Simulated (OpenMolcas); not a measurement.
**[NH2]− (SMILES [NH2-]): levels of theory compared**

Aim: a comparison of 3 runs (UHF/3-21G, ACPF/3-21G, CISD/3-21G) of [NH2]−. 

The calculation is run with OpenMolcas 26.06.

## (1) Starting point

The species is [NH2]− (3 atoms), meant as a singlet with charge -1. SMILES: `[NH2-]`. The N1–H3 distance was set to 2.055 Å, away from the relaxed value. At this shape a bond of the SMILES string is far longer than usual.

Bond lengths: N1–H2 1.027 Å.

## (2) The energy at UHF/3-21G (run 1)

Input file calc.inp:

```
>>> EXPORT MOLCAS_PRINT=2
&GATEWAY
BasLib=$CurrDir
Coord
3
bohr
N      2.17713268     0.36319591     1.25117633
H      1.76762903     2.26085889     1.22717681
H     -0.88382491    -1.13043417    -0.61359407
Basis=3-21G
Group=NoSym
&SEWARD
&SCF
UHF
Charge=-1
Thresholds=1e-10 1e-07 1e-07 1e-05
Scramble=0.25
PrOrbitals=1 1
```

The basis set 3-21G is read from a file made from the Basis Set Exchange's data (not shown).

Launch:

```bash
$ export MOLCAS_MEM=1860
$ pymolcas calc.inp > calc.log
```

Log:

```text
--- Start Module: gateway ---
[...]
--- Stop Module: gateway /rc=_RC_ALL_IS_WELL_ ---
--- Start Module: seward ---
[...]
      Basis functions           13
--- Stop Module: seward /rc=_RC_ALL_IS_WELL_ ---
--- Start Module: scf ---
[...]
       Convergence after  30 Iterations
[...]
::    Total SCF energy                                -55.0470261868
[...]
      Total spin, S                                     0.5398599083
[...]
      Total electronic charge=   10.000000
      Total            charge=   -1.000000
[...]
      Dipole Moment (debye):
      Origin of the operator (angstrom)=    1.0365    0.2056    0.5992
                   X=  1.9685E+00               Y=  2.3885E+00               Z=  1.3551E+00           Total=  3.3788E+00
      Center of Charge (angstrom)
[...]
--- Stop Module: scf /rc=_RC_ALL_IS_WELL_ ---
[...]
```

Run time: 2.1 s. Hardware: 1 thread of Arm Neoverse V1, shared host; peak memory 0.37 GiB.

## (3) A single-point energy at ACPF/3-21G (run 2)

Input file calc.input:

```
* H2N ACPF

&GATEWAY
  BasLib
  $CurrDir
  Coord
  3
  bohr
  N      2.17713268     0.36319591     1.25117633
  H      1.76762903     2.26085889     1.22717681
  H     -0.88382491    -1.13043417    -0.61359407
  Basis
  3-21G
  Group
  NoSym

&SEWARD

&SCF
  Charge
  -1
  Thresholds
  1e-10 1e-07 1e-07 1e-05
  PrOrbitals
  1 1

&MOTRA
  Frozen
  1

&GUGA
  Electrons
  8
  Spin
  1
  Inactive
  4
  Active
  0
  CIAll
  1

&CPF
  ACPF
```

The basis set 3-21G is read from a file made from the Basis Set Exchange's data (not shown).

Launch:

```bash
$ export MOLCAS_MEM=1860
$ pymolcas calc.input > calc.log
```

Log:

```text
--- Start Module: gateway ---
[...]
--- Stop Module: gateway /rc=_RC_ALL_IS_WELL_ ---
[...]
      Basis functions           13
[...]
       Convergence after  17 Iterations
[...]
::    Total SCF energy                                -55.0270518124
[...]
      Total spin, S                                     0.0000000000
[...]
      *** WARNING: Default frozen orbitals is overwritten by user input.
      *** Default values:   1
[...]
--- Start Module: guga ---
[...]
--- Stop Module: guga /rc=_RC_ALL_IS_WELL_ ---
--- Start Module: cpf ---
[...]
      Active orbitals                            0       0
[...]
      Spin quantum number                      0.0
[...]
     FINAL ACPF ENERGY         -55.16533430
     FINAL CORRELATION ENERGY   -0.13828249  REFERENCE ENERGY     -55.02705181
[...]
      Title:  ACPF natural orbitals
[...]
      Total electronic charge=   10.000000
      Total            charge=   -1.000000
[...]
      Dipole Moment (debye):
      Origin of the operator (angstrom)=    1.0365    0.2056    0.5992
                   X=  5.9127E-01               Y=  1.5137E+00               Z=  4.9192E-01           Total=  1.6979E+00
      Quadrupole Moment (debye*angstrom):
[...]
--- Stop Module: cpf /rc=_RC_ALL_IS_WELL_ ---
[...]
```

It took 1.9 s on 1 thread of Arm Neoverse V1, shared host; peak memory 0.37 GiB.

## (4) A single-point energy at CISD/3-21G (run 3)

Input file calc.inp:

```
&GATEWAY
  BasLib
  $CurrDir
  Coord
  3
  bohr
  N      2.17713268     0.36319591     1.25117633
  H      1.76762903     2.26085889     1.22717681
  H     -0.88382491    -1.13043417    -0.61359407
  Basis
  3-21G
  Group
  NoSym

&SEWARD

&SCF
  Charge
  -1
  Thresholds
  1e-10 1e-07 1e-07 1e-05
  PrOrbitals
  1 1

&MOTRA
  Frozen
  1

&GUGA
  Electrons
  8
  Spin
  1
  Inactive
  4
  Active
  0
  CIAll
  1

&CPF
  SDCI
```

The basis set 3-21G is read from a file made from the Basis Set Exchange's data (not shown).

Launch:

```bash
$ export MOLCAS_MEM=1860
$ pymolcas calc.inp > calc.log
```

Log:

```text
--- Start Module: gateway ---
[...]
--- Stop Module: gateway /rc=_RC_ALL_IS_WELL_ ---
[...]
      Basis functions           13
[...]
       Convergence after  17 Iterations
[...]
::    Total SCF energy                                -55.0270518124
[...]
      Total spin, S                                     0.0000000000
[...]
      *** WARNING: Default frozen orbitals is overwritten by user input.
      *** Default values:   1
[...]
--- Start Module: guga ---
[...]
--- Stop Module: guga /rc=_RC_ALL_IS_WELL_ ---
--- Start Module: cpf ---
[...]
      Active orbitals                            0       0
[...]
      Spin quantum number                      0.0
[...]
     FINAL CI ENERGY           -55.15083168
     FINAL CORRELATION ENERGY   -0.12377987  REFERENCE ENERGY     -55.02705181
[...]
     REL. CI ENERGY            -55.15083168
[...]
      Total electronic charge=   10.000000
      Total            charge=   -1.000000
[...]
      Dipole Moment (debye):
      Origin of the operator (angstrom)=    1.0365    0.2056    0.5992
                   X=  1.8279E+00               Y=  2.3186E+00               Z=  1.2670E+00           Total=  3.2128E+00
      Quadrupole Moment (debye*angstrom):
[...]
--- Stop Module: cpf /rc=_RC_ALL_IS_WELL_ ---
[...]
```

Run time: 1.9 s. Hardware: 1 thread of Arm Neoverse V1, shared host; peak memory 0.37 GiB.

## (5) All runs side by side

```
run       level  scramble  frozen core orbitals  energy (Eh)  HOMO energy (eV)  LUMO energy (eV)  HOMO–LUMO gap (eV)  wall time
  1   UHF/3-21G      0.25                     –   -55.047026              0.55             11.34               10.78      2.1 s
  2  ACPF/3-21G         –                     1   -55.165334             -0.61             11.18               11.80      1.9 s
  3  CISD/3-21G         –                     1   -55.150832             -0.61             11.18               11.80      1.9 s
```

## (6) What came out

| quantity | value |
| --- | --- |
| run 3: total energy | -55.15083 Eh |
| run 3: HOMO energy (Hartree–Fock orbitals) | -0.61 eV |
| run 3: LUMO energy (Hartree–Fock orbitals) | 11.18 eV |
| run 3: HOMO–LUMO gap (to an unbound level, set by the basis) | 11.80 eV |
| run 3: correlation energy (1 core orbital frozen) | -123.8 mEh |

What this shows: Below the UHF energy at the same shape and in the same basis (3-21G): ACPF -118.3 mEh; CISD -103.8 mEh. Some of these start from another determinant than that one, so these aren't their correlation energies. In run 1 the HOMO lies above zero, so the outermost electron may be held by the basis alone. Spin contamination of the reference: run 1 ⟨S²⟩ = 0.83. Where it is this large, the reference is a mixture of spin states, and values that rest on it are in doubt. All runs together took 5.9 s, the longest 2.1 s.
